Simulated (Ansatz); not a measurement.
H3N (charge +1), SMILES [NH3+], a composite energy at a relaxed geometry

Program: the Ansatz DFT code, driven from Python.

The script, `composite_h3n.py`:
```python
"""A composite energy for H3N(+): DFT geometry, MP2 basis limit, coupled-cluster correction."""

import itertools
import warnings

import ansatz as az
from ase.data import atomic_numbers, covalent_radii
import numpy as np

warnings.simplefilter("ignore", az.DeckWarning)

geometry_ang = [
    ("N", (-0.0002, 0.008, 0.2948)),
    ("H", (-0.5975, -0.7633, -0.078)),
    ("H", (-0.3601, 0.895, -0.123)),
    ("H", (0.9579, -0.1397, -0.0939)),
]
mol = az.Crystal.molecule()
for symbol, xyz in geometry_ang:
    mol = mol.atom(symbol, xyz)

setup = (
    mol.calculation()
    .basis(gaussian="def2-SVP")
    .functional("b3lyp")
    .charge(1)
    .spin("collinear", total=1)
)
symbols = [site.symbol for site in mol.cartesian_sites]
start = np.array([site.position_ang for site in mol.cartesian_sites], dtype=float)
rep = setup.relax(force_tolerance=0.01).run().report
end = np.array(rep["positions_ang"])
# pairs closer than 1.2 times the sum of covalent radii, before or after
radius = [covalent_radii[atomic_numbers[s]] for s in symbols]
span = lambda where, i, j: np.linalg.norm(where[i] - where[j])
bonded = [(i, j) for i, j in itertools.combinations(range(len(symbols)), 2) if min(span(start, i, j), span(end, i, j)) < 1.2 * (radius[i] + radius[j])]
print("pair        before    after (A)")
for i, j in bonded:
    print(f"{symbols[i]}{i}-{symbols[j]}{j}".ljust(10), f"{span(start, i, j):8.4f} {span(end, i, j):8.4f}")
for first, second in list(itertools.combinations(bonded, 2)):
    shared = set(first) & set(second)
    if shared and symbols[(j := shared.pop())] != "H":
        i, k = sorted((set(first) | set(second)) - {j})
        u, v = end[i] - end[j], end[k] - end[j]
        angle = np.degrees(np.arccos(np.clip(u @ v / np.linalg.norm(u) / np.linalg.norm(v), -1, 1)))
        print(f"final angle {symbols[i]}{i}-{symbols[j]}{j}-{symbols[k]}{k}: {angle:.2f} deg")

minimum = az.Crystal.molecule()
for symbol, place in zip(symbols, end):
    minimum = minimum.atom(symbol, place.tolist())
at_minimum = minimum.calculation().charge(1).spin("collinear", total=1)
# MP2 extrapolated to the basis limit, plus the small-basis difference CCSD(T) - MP2
level = lambda method, basis: at_minimum.basis(gaussian=basis).correlation(method).run().report
small, large, cluster = level("mp2", "cc-pVDZ"), level("mp2", "cc-pVTZ"), level("ccsd_t", "cc-pVDZ")
corr = lambda each: (each["free_energy_ev"] - each["reference_energy_ev"]) / 27.211386246
mp2_limit = (27 * corr(large) - 8 * corr(small)) / 19
pieces = {"HF / cc-pVTZ": large["reference_energy_ev"] / 27.211386246, "MP2 correlation, DZ-TZ limit": mp2_limit, "CCSD(T) - MP2 / cc-pVDZ": corr(cluster) - corr(small)}
for name, value in pieces.items():
    print(f"{name:32s} {value:14.6f} Ha")
print(f"{'sum':32s} {sum(pieces.values()):14.6f} Ha")
print("T1 diagnostic", round(cluster["correlation"]["coupled_cluster"]["t1_diagnostic"], 4))
```

```console
$ python composite_h3n.py
pair        before    after (A)
N0-H1        1.0443   1.0350
N0-H2        1.0444   1.0350
N0-H3        1.0444   1.0350
final angle H1-N0-H2: 120.00 deg
final angle H1-N0-H3: 120.00 deg
final angle H2-N0-H3: 120.00 deg
HF / cc-pVTZ                         -55.902172 Ha
MP2 correlation, DZ-TZ limit          -0.194684 Ha
CCSD(T) - MP2 / cc-pVDZ               -0.023413 Ha
sum                                  -56.120268 Ha
T1 diagnostic 0.0068
```

Total energies depend on the basis set; only differences at equal settings carry meaning. The sum leaves out core correlation, relativity, the Hartree-Fock basis error and zero-point energy; a DZ-TZ extrapolation is rough. The run takes the species as open-shell (spin multiplicity 2), which needn't be its ground state. b3lyp holds the VWN-RPA fit, as in Gaussian; the form of ORCA and Turbomole is b3lyp5. Inner cores stay frozen, so this is valence correlation. An extrapolation from small basis sets is rough. Hardware and time: 4.1 s on 1 thread of Arm Neoverse V1 (shared host), peak memory 0.17 GiB.
